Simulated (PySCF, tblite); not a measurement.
A set of runs on `CN=P(C)(C)C`; the geometry of each is named by its level. Settings lines and outputs come from a driver script.

Compound: C4H12NP.
Bonds: C1–N2, N2–P3 (double), P3–C4, P3–C5, P3–C6. Hydrogens: H7, H8, H9 on C1; H10, H11, H12 on C4; H13, H14, H15 on C5; H16, H17, H18 on C6.

Step 1: GFN2-xTB geometry optimisation, gas phase (tblite 0.8.0) (from a force-field or distance-geometry start)
```json
{"job": {"kind": "relax", "xc": "GFN2-xTB", "basis": "xTB"}, "charge": 0, "multiplicity": 1}
```
```
step      E/eV     max force
  0    -546.71745    2.786
  1    -546.92064    1.232
  2    -546.98388    0.711
...
 86    -547.18492    0.011
 87    -547.18494    0.011
 88    -547.18497    0.012
 89    -547.18499    0.011
 90    -547.18500    0.009
```

Energy lowered by 10.8 kcal/mol over 90 steps; largest atomic force 0.009 eV/Å at the end. «max force» is the largest atomic force in eV/Å.

Time: 0.37 s of wall time. Hardware: one thread of an Intel Xeon 6975P-C, on a shared host.

Step 2: GFN2-xTB harmonic vibrations, gas phase (tblite 0.8.0) (on the GFN2-xTB geometry)
```json
{"job": {"kind": "ir", "xc": "GFN2-xTB", "basis": "xTB"}, "charge": 0, "multiplicity": 1}
```
```
(table of modes left out)
```

48 modes from 84 to 3028 cm⁻¹ (unscaled, harmonic); zero-point energy 94.9 kcal/mol; all wavenumbers are real at this level.

The run took 0.38 s wall on Intel Xeon 6975P-C, one thread (shared host).

Step 3: TDDFT wB97X-D/def2-SVPD, vertical, gas phase, core orbitals frozen in the response (PySCF 2.14.0, density-fitted response routines) (on the GFN2-xTB geometry)
```json
{"job": {"kind": "uv", "xc": "wB97X-D", "basis": "def2-SVPD", "nstates": 8, "ntriplets": 3}, "charge": 0, "multiplicity": 1}
```
```
...
Static polarisability (au): isotropic 83.456, principal 78.830 79.382 92.156
Singlet excitations
state   eV       nm        f      main configurations
  1   5.5325    224.1   0.01122   H->L 0.71, H->L+1 0.12
  2   6.3178    196.2   0.01823   H-1->L 0.75, H-1->L+1 0.09
  3   6.4253    193.0   0.00015   H->L+1 0.34, H->L 0.19, H->L+4 0.18
  4   6.8049    182.2   0.03479   H->L+2 0.81
  5   6.8571    180.8   0.02264   H->L+1 0.38, H->L+3 0.28, H->L+4 0.16
  6   7.1571    173.2   0.00482   H->L+3 0.41, H->L+4 0.32, H->L+10 0.11
  7   7.3152    169.5   0.04745   H-1->L+1 0.63, H-1->L 0.12
  8   7.4476    166.5   0.00112   H-1->L+2 0.62, H->L+5 0.13
Triplet excitations (Tamm-Dancoff, eV): 5.4042 6.0831 6.3108
```

HOMO -7.49 eV, LUMO 2.03 eV; lowest singlet 5.53 eV; lowest triplet 5.40 eV (Tamm–Dancoff); mean polarisability 83.5 au.

Hardware: one thread, Arm Neoverse V2, no GPU, on a shared host. Cost: 36 s.

Geometry of the electronic-property runs (GFN2-xTB):
```
atom  x, y, z in Å
C1     2.3283    0.7026   -0.6488
N2     1.0458    1.0660   -0.0866
P3    -0.1876    0.1313    0.1034
C4    -1.4742    1.1713    0.8552
C5    -1.0079   -0.6225   -1.3853
C6    -0.0696   -1.3416    1.2315
H7     2.9357    1.6096   -0.6577
H8     2.2575    0.3347   -1.6776
H9     2.8569   -0.0510   -0.0555
H10   -2.4005    0.6155    0.9831
H11   -1.6351    2.0293    0.2077
H12   -1.1118    1.5224    1.8180
H13   -1.1949    0.1780   -2.0997
H14   -1.9409   -1.1186   -1.1330
H15   -0.3286   -1.3432   -1.8387
H16    0.3654   -1.0023    2.1706
H17   -1.0405   -1.7934    1.4158
H18    0.5935   -2.0820    0.7860
```

 (This holds for the electronic-property runs.)

The pairwise dispersion term of wB97X-D wasn't added to the energies; at a given geometry it leaves orbitals and properties as they are.
